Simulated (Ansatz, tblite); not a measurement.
**The cluster Cu₂O: a ladder of methods and basis sets, part 1 of 2**

Aim: run the singlet of the cluster Cu₂O at one geometry on many levels, and compare frontier levels, spin and run time.

Method: as each input shows; program: Ansatz 0.2.0, Gaussian basis.

Levels to be run: GFN1-xTB, GFN2-xTB, PBE-D4/def2-TZVP, r2SCAN-D4/def2-TZVP, LC-ωPBE/def2-TZVP, BHLYP-D4/def2-TZVP, BLYP-D4/def2-TZVP, ωB97X-V/def2-TZVP, HF/def2-TZVP, B2PLYP/def2-TZVP, r2SCAN0-D4/def2-TZVP, PBE+5HF/def2-TZVP, PBE+10HF/def2-TZVP, PBE+15HF/def2-TZVP, PBE+35HF/def2-TZVP, PBE+50HF/def2-TZVP, PBE-D4/def2-SVP, PBE0-D4/def2-SVP, PBE0-D4/def2-QZVPP, HF/STO-3G, PBE0-D4/def2-TZVPD, PBE-D4/def2-TZVPD, r2SCAN-D4/def2-TZVPD, CCSD(T)/def2-TZVPP, MP2/def2-TZVP, RPA/def2-TZVP, MP2/def2-QZVPP, CCSD(T)/def2-TZVPD.

1 further run of the same task is left out (set aside as unsound or not needed).

### 1 The relaxed structure

The geometry is that of the singlet, from an earlier relaxation (r2SCAN-D4/def2-TZVP). At that level it is the lowest of the isomers that a small search found.

3 atoms, charge 0, spin multiplicity 1.

Bond lengths: Cu1–O3 1.758 Å, Cu2–O3 1.758 Å. Angles: Cu1–O3–Cu2 88.4°.

No spin-orbit coupling is included.

PBE0-D4/def2-TZVP was run before; its log isn't repeated, and its numbers join the tables.

### 2 GFN1-xTB

Tight binding, by tblite at 300 K electronic temperature and without a spin-polarisation term:

```python
tblite.interface.Calculator('GFN1-xTB', numbers, positions, charge=0, uhf=0).singlepoint()
```

Energy -371.3231 eV, HOMO -10.56 eV, LUMO -8.26 eV; 0.002 s.

### 3 GFN2-xTB

Tight binding, by tblite at 300 K electronic temperature and without a spin-polarisation term:

```python
tblite.interface.Calculator('GFN2-xTB', numbers, positions, charge=0, uhf=0).singlepoint()
```

Energy -320.8608 eV, HOMO -9.30 eV, LUMO -6.78 eV; 0.002 s.

### 4 PBE-D4/def2-TZVP

start.molden holds the orbitals of an earlier run on this state, given as this run's starting guess.

The input, in.yaml:

```yaml
crystal:
  periodic: [false, false, false]
  atoms:
    - {symbol: Cu, position_ang: [-0.025513, -1.295827, -0.016426]}
    - {symbol: Cu, position_ang: [-0.774367, 1.039229, 0.020766]}
    - {symbol: O, position_ang: [0.799889, 0.256589, -0.004339]}
basis:
  gaussian: {orbitals: def2-TZVP, initial_orbitals: start.molden}
hamiltonian: {xc: pbe, dispersion: d4}
scf: {omitted_lower_state_checks: [starts]}
output: {forces: true, orbitals: {seedname: orbitals}}
```

The run is started by

```sh
$ ansatz run in.yaml --threads 2 --pin off --events-out ev --progress --plain --max-ram 4352MiB
```

Output, cut to the lines that bear on the results:

```text
Functional definition: PBE
  name "PBE"
  cite "Perdew, Burke & Ernzerhof, Phys. Rev. Lett. 77, 3865 (1996) doi:10.1103/PhysRevLett.77.3865"
  parent pbe
[...]
1057 factors; their error is unknown
[...]
mean field -91313.98490392 eV, -3355.7270503771 hartree, gradient 1.5e-5 eV, S^2 0.000000; 0 other end points of the search recorded, 0 dependent functions left out
[...]
reference -91313.98494970 eV, -3355.7270520596 hartree; 33, 33 occupied and 88, 88 virtual orbitals, 1057 factors
Total energy: -91314.05032631 eV, -3355.7294546055 hartree
Atom 0 at    -0.025513    -1.295827    -0.016426 Å, force    -0.117431    -0.459968    -0.004796 eV/Å
Atom 1 at    -0.774367     1.039229     0.020766 Å, force    -0.363027     0.305843     0.007402 eV/Å
Atom 2 at     0.799889     0.256589    -0.004339 Å, force     0.480458     0.154125    -0.002606 eV/Å
Dipole moment:    -0.713323    -0.228825     0.003870 e Å
Checks for a lower state left out: starts
```

It took 2.2 s on 2 threads of Arm Neoverse V1, shared host.

HOMO -4.67 eV, LUMO -3.49 eV.

### 5 r2SCAN-D4/def2-TZVP

in.yaml: that of step 4 with these lines changed.

```diff
@@ -8,4 +8,4 @@
   gaussian: {orbitals: def2-TZVP, initial_orbitals: start.molden}
-hamiltonian: {xc: pbe, dispersion: d4}
+hamiltonian: {xc: r2scan, dispersion: d4}
 scf: {omitted_lower_state_checks: [starts]}
-output: {forces: true, orbitals: {seedname: orbitals}}
+output: {orbitals: {seedname: orbitals}}
```

Same command.

Output, cut to the lines that bear on the results:

```text
Functional definition: r2SCAN
  name "r2SCAN"
  cite "Furness, Kaplan, Ning, Perdew & Sun, J. Phys. Chem. Lett. 11, 8208 (2020) doi:10.1021/acs.jpclett.0c02405"
  cite "Furness, Kaplan, Ning, Perdew & Sun, J. Phys. Chem. Lett. 11, 9248 (2020) doi:10.1021/acs.jpclett.0c03077"
  parent r2scan
[...]
1057 factors; their error is unknown
[...]
mean field -91327.31192505 eV, -3356.2168093702 hartree, gradient 3.8e-5 eV, S^2 0.000000; 0 other end points of the search recorded, 0 dependent functions left out
reference -91327.31194103 eV, -3356.2168099574 hartree; 33, 33 occupied and 88, 88 virtual orbitals, 1057 factors
Total energy: -91327.32421842 eV, -3356.2172611434 hartree
Checks for a lower state left out: starts
```

Wall time 3.7 s (2 threads of Arm Neoverse V1, shared host).

HOMO -4.78 eV, LUMO -3.22 eV.

### 6 LC-ωPBE/def2-TZVP

in.yaml: that of step 5 with these lines changed.

```diff
@@ -8,3 +8,3 @@
   gaussian: {orbitals: def2-TZVP, initial_orbitals: start.molden}
-hamiltonian: {xc: r2scan, dispersion: d4}
+hamiltonian: {xc: {name: LC-wPBE}}
 scf: {omitted_lower_state_checks: [starts]}
```

The command is unchanged.

Output, cut to the lines that bear on the results:

```text
Functional definition: LC-wPBE
  name "LC-wPBE"
  cite "Vydrov & Scuseria, J. Chem. Phys. 125, 234109 (2006) doi:10.1063/1.2409292"
  cite "Heyd & Scuseria, J. Chem. Phys. 120, 7274 (2004) doi:10.1063/1.1668634"
  cite "Ernzerhof & Perdew, J. Chem. Phys. 109, 3313 (1998) doi:10.1063/1.476928"
  cite "Perdew, Burke & Ernzerhof, Phys. Rev. Lett. 77, 3865 (1996) doi:10.1103/PhysRevLett.77.3865"
  parent pbe
[...]
1057 factors; their error is unknown
238 factors; integrals over basis functions are off by at most 6.5e-5 eV
[...]
mean field -91315.81238506 eV, -3355.7942090701 hartree, gradient 3.6e-5 eV, S^2 0.000000; 0 other end points of the search recorded, 0 dependent functions left out
reference -91315.81238506 eV, -3355.7942090704 hartree; 33, 33 occupied and 88, 88 virtual orbitals, 1057 factors
Total energy: -91315.81238506 eV, -3355.7942090704 hartree
Checks for a lower state left out: starts
```

It took 2.3 s on 2 threads of Arm Neoverse V1, shared host.

From the report: HOMO -8.46 eV, LUMO -0.19 eV.

### 7 BHLYP-D4/def2-TZVP

in.yaml: that of step 6 with these lines changed.

```diff
@@ -8,3 +8,3 @@
   gaussian: {orbitals: def2-TZVP, initial_orbitals: start.molden}
-hamiltonian: {xc: {name: LC-wPBE}}
+hamiltonian: {xc: {name: BHLYP}, dispersion: d4}
 scf: {omitted_lower_state_checks: [starts]}
```

Same command.

Output, cut to the lines that bear on the results:

```text
Functional definition: BHLYP
  name "BHLYP"
  cite "Becke, J. Chem. Phys. 98, 1372 (1993) doi:10.1063/1.464304"
  cite "Becke, Phys. Rev. A 38, 3098 (1988) doi:10.1103/PhysRevA.38.3098"
  cite "Lee, Yang & Parr, Phys. Rev. B 37, 785 (1988) doi:10.1103/PhysRevB.37.785"
[...]
1313 factors; their error is unknown
[...]
mean field -91323.86450125 eV, -3356.0901188822 hartree, gradient 4.4e-5 eV, S^2 0.000000; 0 other end points of the search recorded, 0 dependent functions left out
reference -91323.86465262 eV, -3356.0901244451 hartree; 33, 33 occupied and 88, 88 virtual orbitals, 1313 factors
Total energy: -91323.96899366 eV, -3356.0939589076 hartree
Checks for a lower state left out: starts
```

Run time: 2.6 s. Hardware: 2 threads of Arm Neoverse V1, shared host.

From the report: HOMO -7.16 eV, LUMO -1.51 eV.

### 8 BLYP-D4/def2-TZVP

in.yaml: that of step 7 with these lines changed.

```diff
@@ -8,3 +8,3 @@
   gaussian: {orbitals: def2-TZVP, initial_orbitals: start.molden}
-hamiltonian: {xc: {name: BHLYP}, dispersion: d4}
+hamiltonian: {xc: {name: BLYP}, dispersion: d4}
 scf: {omitted_lower_state_checks: [starts]}
```

Launched as before.

Output, cut to the lines that bear on the results:

```text
Functional definition: BLYP
  name "BLYP"
  cite "Becke, Phys. Rev. A 38, 3098 (1988) doi:10.1103/PhysRevA.38.3098"
  cite "Lee, Yang & Parr, Phys. Rev. B 37, 785 (1988) doi:10.1103/PhysRevB.37.785"
[...]
1057 factors; their error is unknown
[...]
mean field -91334.52061631 eV, -3356.4817238878 hartree, gradient 2.2e-5 eV, S^2 0.000000; 0 other end points of the search recorded, 0 dependent functions left out
reference -91334.52090308 eV, -3356.4817344264 hartree; 33, 33 occupied and 88, 88 virtual orbitals, 1057 factors
Total energy: -91334.66421635 eV, -3356.4870010920 hartree
Checks for a lower state left out: starts
```

Run time: 1.9 s. Hardware: 2 threads of Arm Neoverse V1, shared host.

Report: HOMO -4.66 eV, LUMO -3.52 eV.

### 9 ωB97X-V/def2-TZVP

in.yaml: that of step 8 with these lines changed.

```diff
@@ -8,3 +8,3 @@
   gaussian: {orbitals: def2-TZVP, initial_orbitals: start.molden}
-hamiltonian: {xc: {name: BLYP}, dispersion: d4}
+hamiltonian: {xc: {name: wB97X-V}}
 scf: {omitted_lower_state_checks: [starts]}
```

The command is unchanged.

Output, cut to the lines that bear on the results:

```text
Functional definition: wB97X-V
  name "wB97X-V"
  cite "Mardirossian & Head-Gordon, Phys. Chem. Chem. Phys. 16, 9904 (2014) doi:10.1039/C3CP54374A"
  cite "Becke, J. Chem. Phys. 107, 8554 (1997) doi:10.1063/1.475007"
  cite "Vydrov & Van Voorhis, J. Chem. Phys. 133, 244103 (2010) doi:10.1063/1.3521275"
[...]
      + integral(e_c_pw_opposite_spin*poly(b97_u_opposite, cos0, cos1)) + vv10(b, c)
[...]
1213 factors; their error is unknown
185 factors; integrals over basis functions are off by at most 2.0e-5 eV
[...]
mean field -91319.01017627 eV, -3355.9117257296 hartree, gradient 1.1e-5 eV, S^2 0.000000; 0 other end points of the search recorded, 0 dependent functions left out
reference -91319.01017398 eV, -3355.9117256456 hartree; 33, 33 occupied and 88, 88 virtual orbitals, 1213 factors
Total energy: -91319.01017398 eV, -3355.9117256456 hartree
Checks for a lower state left out: starts
```

It took 7 s on 2 threads of Arm Neoverse V1, shared host.

Report: HOMO -8.23 eV, LUMO -0.33 eV.

### 10 HF/def2-TZVP

in.yaml: that of step 9 with these lines changed.

```diff
@@ -8,3 +8,3 @@
   gaussian: {orbitals: def2-TZVP, initial_orbitals: start.molden}
-hamiltonian: {xc: {name: wB97X-V}}
+hamiltonian: {xc: hf}
 scf: {omitted_lower_state_checks: [starts]}
```

Launched as before.

Output, cut to the lines that bear on the results:

```text
Functional definition: HF
  name "HF"
  cite "Fock, Z. Phys. 61, 126 (1930) doi:10.1007/BF01340294"
  parent pbe
[...]
1146 factors; integrals over basis functions are off by at most 8.2e-4 eV
[...]
mean field -91231.12183020 eV, -3352.6818885846 hartree, gradient 2.7e-5 eV, S^2 0.000000; 0 other end points of the search recorded, 0 dependent functions left out
reference -91231.12183020 eV, -3352.6818885846 hartree; 33, 33 occupied and 88, 88 virtual orbitals, 1146 factors
Total energy: -91231.12183020 eV, -3352.6818885846 hartree
Checks for a lower state left out: starts
```

Wall time 1.5 s (2 threads of Arm Neoverse V1, shared host).

Report: HOMO -8.63 eV, LUMO 0.57 eV.

### 11 B2PLYP/def2-TZVP

in.yaml: that of step 10 with these lines changed.

```diff
@@ -8,4 +8,4 @@
   gaussian: {orbitals: def2-TZVP, initial_orbitals: start.molden}
-hamiltonian: {xc: hf}
+hamiltonian: {xc: {name: B2PLYP}}
+correlation: {frozen_orbitals: {Cu: 9, O: 1}}
 scf: {omitted_lower_state_checks: [starts]}
-output: {orbitals: {seedname: orbitals}}
```

Same command.

Output, cut to the lines that bear on the results:

```text
Functional definition: B2PLYP
  name "B2PLYP"
  cite "Grimme, J. Chem. Phys. 124, 034108 (2006) doi:10.1063/1.2148954"
  cite "Becke, Phys. Rev. A 38, 3098 (1988) doi:10.1103/PhysRevA.38.3098"
  cite "Lee, Yang & Parr, Phys. Rev. B 37, 785 (1988) doi:10.1103/PhysRevB.37.785"
[...]
1146 factors; integrals over basis functions are off by at most 8.2e-4 eV
[...]
mean field -91300.70083879 eV, -3355.2388699877 hartree, gradient 6.3e-6 eV, S^2 0.000000; 0 other end points of the search recorded, 0 dependent functions left out
19 core orbitals not correlated: weight in the atoms' cores, before any rotation towards them, 1.000 or more for the frozen orbitals, at most 0.000 for the correlated occupied ones
reference -91300.70097999 eV, -3355.2388751769 hartree; 14, 14 occupied and 88, 88 virtual orbitals, 1146 factors
second order -39.56686854 eV of doubles, -0.00000000 eV of singles
Total energy: -91311.38403450 eV, -3355.6314701888 hartree
Checks for a lower state left out: starts
```

Run time: 4.4 s. Hardware: 2 threads of Arm Neoverse V1, shared host.

### 12 r2SCAN0-D4/def2-TZVP

in.yaml: that of step 11 with these lines changed.

```diff
@@ -8,4 +8,4 @@
   gaussian: {orbitals: def2-TZVP, initial_orbitals: start.molden}
-hamiltonian: {xc: {name: B2PLYP}}
-correlation: {frozen_orbitals: {Cu: 9, O: 1}}
+hamiltonian: {xc: {name: r2SCAN0}, dispersion: d4}
 scf: {omitted_lower_state_checks: [starts]}
+output: {orbitals: {seedname: orbitals}}
```

The command is unchanged.

Output, cut to the lines that bear on the results:

```text
Functional definition: r2SCAN0
  name "r2SCAN0"
  cite "Bursch, Neugebauer, Ehlert & Grimme, J. Chem. Phys. 156, 134105 (2022) doi:10.1063/5.0086040"
  cite "Furness, Kaplan, Ning, Perdew & Sun, J. Phys. Chem. Lett. 11, 8208 (2020) doi:10.1021/acs.jpclett.0c02405"
  cite "Furness, Kaplan, Ning, Perdew & Sun, J. Phys. Chem. Lett. 11, 9248 (2020) doi:10.1021/acs.jpclett.0c03077"
  parent r2scan
[...]
1235 factors; their error is unknown
[...]
mean field -91323.58377454 eV, -3356.0798023659 hartree, gradient 1.2e-5 eV, S^2 0.000000; 0 other end points of the search recorded, 0 dependent functions left out
reference -91323.58378751 eV, -3356.0798028427 hartree; 33, 33 occupied and 88, 88 virtual orbitals, 1235 factors
Total energy: -91323.59950098 eV, -3356.0803803019 hartree
Checks for a lower state left out: starts
```

It took 4.8 s on 2 threads of Arm Neoverse V1, shared host.

From the report: HOMO -6.07 eV, LUMO -2.19 eV.

### 13 PBE+5HF/def2-TZVP

in.yaml: that of step 12 with these lines changed.

```diff
@@ -8,3 +8,3 @@
   gaussian: {orbitals: def2-TZVP, initial_orbitals: start.molden}
-hamiltonian: {xc: {name: r2SCAN0}, dispersion: d4}
+hamiltonian: {xc: {text: "exchange = 0.95*pbe_x + 0.05*exact_x\ncorrelation = pbe_c"}}
 scf: {omitted_lower_state_checks: [starts]}
```

Launched as before.

Output, cut to the lines that bear on the results:

```text
Functional definition: unnamed
[...]
1057 factors; their error is unknown
[...]
mean field -91313.77219155 eV, -3355.7192333417 hartree, gradient 1.8e-5 eV, S^2 0.000000; 0 other end points of the search recorded, 0 dependent functions left out
reference -91313.77223537 eV, -3355.7192349521 hartree; 33, 33 occupied and 88, 88 virtual orbitals, 1057 factors
Total energy: -91313.77223537 eV, -3355.7192349521 hartree
Checks for a lower state left out: starts
```

Run time: 2.2 s. Hardware: 2 threads of Arm Neoverse V1, shared host.

From the report: HOMO -4.92 eV, LUMO -3.25 eV.

### 14 PBE+10HF/def2-TZVP

in.yaml: that of step 13 with these lines changed.

```diff
@@ -8,3 +8,3 @@
   gaussian: {orbitals: def2-TZVP, initial_orbitals: start.molden}
-hamiltonian: {xc: {text: "exchange = 0.95*pbe_x + 0.05*exact_x\ncorrelation = pbe_c"}}
+hamiltonian: {xc: {text: "exchange = 0.90*pbe_x + 0.10*exact_x\ncorrelation = pbe_c"}}
 scf: {omitted_lower_state_checks: [starts]}
```

Same command.

Output, cut to the lines that bear on the results:

```text
Functional definition: unnamed
[...]
1097 factors; their error is unknown
[...]
mean field -91313.58129064 eV, -3355.7122178625 hartree, gradient 2.2e-5 eV, S^2 0.000000; 0 other end points of the search recorded, 0 dependent functions left out
reference -91313.58133245 eV, -3355.7122193992 hartree; 33, 33 occupied and 88, 88 virtual orbitals, 1097 factors
Total energy: -91313.58133245 eV, -3355.7122193992 hartree
Checks for a lower state left out: starts
```

Wall time 2.3 s (2 threads of Arm Neoverse V1, shared host).

From the report: HOMO -5.18 eV, LUMO -3.02 eV.

### 15 PBE+15HF/def2-TZVP

in.yaml: that of step 14 with these lines changed.

```diff
@@ -8,3 +8,3 @@
   gaussian: {orbitals: def2-TZVP, initial_orbitals: start.molden}
-hamiltonian: {xc: {text: "exchange = 0.90*pbe_x + 0.10*exact_x\ncorrelation = pbe_c"}}
+hamiltonian: {xc: {text: "exchange = 0.85*pbe_x + 0.15*exact_x\ncorrelation = pbe_c"}}
 scf: {omitted_lower_state_checks: [starts]}
```

The command is unchanged.

Output, cut to the lines that bear on the results:

```text
Functional definition: unnamed
[...]
1213 factors; their error is unknown
[...]
mean field -91313.41235472 eV, -3355.7060095821 hartree, gradient 1.6e-5 eV, S^2 0.000000; 0 other end points of the search recorded, 0 dependent functions left out
reference -91313.41239448 eV, -3355.7060110434 hartree; 33, 33 occupied and 88, 88 virtual orbitals, 1213 factors
Total energy: -91313.41239448 eV, -3355.7060110434 hartree
Checks for a lower state left out: starts
```

Run time: 2.4 s. Hardware: 2 threads of Arm Neoverse V1, shared host.

Report: HOMO -5.44 eV, LUMO -2.79 eV.

### 16 PBE+35HF/def2-TZVP

in.yaml: that of step 15 with these lines changed.

```diff
@@ -8,3 +8,3 @@
   gaussian: {orbitals: def2-TZVP, initial_orbitals: start.molden}
-hamiltonian: {xc: {text: "exchange = 0.85*pbe_x + 0.15*exact_x\ncorrelation = pbe_c"}}
+hamiltonian: {xc: {text: "exchange = 0.65*pbe_x + 0.35*exact_x\ncorrelation = pbe_c"}}
 scf: {omitted_lower_state_checks: [starts]}
```

The command is unchanged.

Output, cut to the lines that bear on the results:

```text
Functional definition: unnamed
[...]
1288 factors; their error is unknown
[...]
mean field -91312.93193117 eV, -3355.6883543423 hartree, gradient 2.6e-5 eV, S^2 0.000000; 0 other end points of the search recorded, 0 dependent functions left out
reference -91312.93196205 eV, -3355.6883554772 hartree; 33, 33 occupied and 88, 88 virtual orbitals, 1288 factors
Total energy: -91312.93196205 eV, -3355.6883554772 hartree
Checks for a lower state left out: starts
```

Wall time 2.7 s (2 threads of Arm Neoverse V1, shared host).

Report: HOMO -6.45 eV, LUMO -1.93 eV.

### 17 PBE+50HF/def2-TZVP

in.yaml: that of step 16 with these lines changed.

```diff
@@ -8,3 +8,3 @@
   gaussian: {orbitals: def2-TZVP, initial_orbitals: start.molden}
-hamiltonian: {xc: {text: "exchange = 0.65*pbe_x + 0.35*exact_x\ncorrelation = pbe_c"}}
+hamiltonian: {xc: {text: "exchange = 0.50*pbe_x + 0.50*exact_x\ncorrelation = pbe_c"}}
 scf: {omitted_lower_state_checks: [starts]}
```

Same command.

Output, cut to the lines that bear on the results:

```text
Functional definition: unnamed
[...]
1313 factors; their error is unknown
[...]
mean field -91312.76670080 eV, -3355.6822822380 hartree, gradient 6.6e-5 eV, S^2 0.000000; 0 other end points of the search recorded, 0 dependent functions left out
reference -91312.76672434 eV, -3355.6822831030 hartree; 33, 33 occupied and 88, 88 virtual orbitals, 1313 factors
Total energy: -91312.76672434 eV, -3355.6822831030 hartree
Checks for a lower state left out: starts
```

It took 2.6 s on 2 threads of Arm Neoverse V1, shared host.

From the report: HOMO -7.16 eV, LUMO -1.35 eV.

### 18 PBE-D4/def2-SVP

in.yaml: that of step 17 with these lines changed.

```diff
@@ -7,4 +7,4 @@
 basis:
-  gaussian: {orbitals: def2-TZVP, initial_orbitals: start.molden}
-hamiltonian: {xc: {text: "exchange = 0.50*pbe_x + 0.50*exact_x\ncorrelation = pbe_c"}}
+  gaussian: {orbitals: def2-SVP, initial_orbitals: start.molden}
+hamiltonian: {xc: pbe, dispersion: d4}
 scf: {omitted_lower_state_checks: [starts]}
```

The command is unchanged.

Output, cut to the lines that bear on the results:

```text
Functional definition: PBE
  name "PBE"
  cite "Perdew, Burke & Ernzerhof, Phys. Rev. Lett. 77, 3865 (1996) doi:10.1103/PhysRevLett.77.3865"
  parent pbe
[...]
911 factors; their error is unknown
[...]
mean field -91297.58932644 eV, -3355.1245240180 hartree, gradient 2.5e-5 eV, S^2 0.000000; 0 other end points of the search recorded, 0 dependent functions left out
reference -91297.58938053 eV, -3355.1245260057 hartree; 33, 33 occupied and 43, 43 virtual orbitals, 911 factors
Total energy: -91297.65475713 eV, -3355.1269285515 hartree
Checks for a lower state left out: starts
```

It took 1.1 s on 2 threads of Arm Neoverse V1, shared host.

Report: HOMO -4.12 eV, LUMO -3.06 eV.

### 19 PBE0-D4/def2-SVP

in.yaml: that of step 18 with these lines changed.

```diff
@@ -8,3 +8,3 @@
   gaussian: {orbitals: def2-SVP, initial_orbitals: start.molden}
-hamiltonian: {xc: pbe, dispersion: d4}
+hamiltonian: {xc: pbe0, dispersion: d4}
 scf: {omitted_lower_state_checks: [starts]}
```

The command is unchanged.

Output, cut to the lines that bear on the results:

```text
Functional definition: PBE0
  name "PBE0"
  cite "Adamo & Barone, J. Chem. Phys. 110, 6158 (1999) doi:10.1063/1.478522"
  cite "Perdew, Burke & Ernzerhof, Phys. Rev. Lett. 77, 3865 (1996) doi:10.1103/PhysRevLett.77.3865"
  parent pbe
[...]
821 factors; integrals over basis functions are off by at most 9.6e-4 eV
[...]
mean field -91297.22352800 eV, -3355.1110811734 hartree, gradient 2.5e-5 eV, S^2 0.000000; 0 other end points of the search recorded, 0 dependent functions left out
reference -91297.22357259 eV, -3355.1110828121 hartree; 33, 33 occupied and 43, 43 virtual orbitals, 821 factors
Total energy: -91297.27792102 eV, -3355.1130800800 hartree
Checks for a lower state left out: starts
```

Wall time 1.6 s (2 threads of Arm Neoverse V1, shared host).

From the report: HOMO -5.46 eV, LUMO -1.97 eV.

### 20 PBE0-D4/def2-QZVPP

in.yaml: that of step 19 with these lines changed.

```diff
@@ -7,3 +7,3 @@
 basis:
-  gaussian: {orbitals: def2-SVP, initial_orbitals: start.molden}
+  gaussian: {orbitals: "def2-QZVPP.json", initial_orbitals: start.molden}
 hamiltonian: {xc: pbe0, dispersion: d4}
```

Same command.

Output, cut to the lines that bear on the results:

```text
Functional definition: PBE0
  name "PBE0"
  cite "Adamo & Barone, J. Chem. Phys. 110, 6158 (1999) doi:10.1063/1.478522"
  cite "Perdew, Burke & Ernzerhof, Phys. Rev. Lett. 77, 3865 (1996) doi:10.1103/PhysRevLett.77.3865"
  parent pbe
[...]
1478 factors; their error is unknown
[...]
mean field -91315.75513859 eV, -3355.7921053013 hartree, gradient 1.2e-5 eV, S^2 0.000000; 0 other end points of the search recorded, 0 dependent functions left out
reference -91315.75517627 eV, -3355.7921066859 hartree; 33, 33 occupied and 224, 224 virtual orbitals, 1478 factors
Total energy: -91315.80952470 eV, -3355.7941039538 hartree
Checks for a lower state left out: starts
```

Wall time 8 s (2 threads of Arm Neoverse V1, shared host); peak memory 0.75 GiB.

HOMO -6.10 eV, LUMO -2.47 eV.

(Continued in part 2 of 2.)
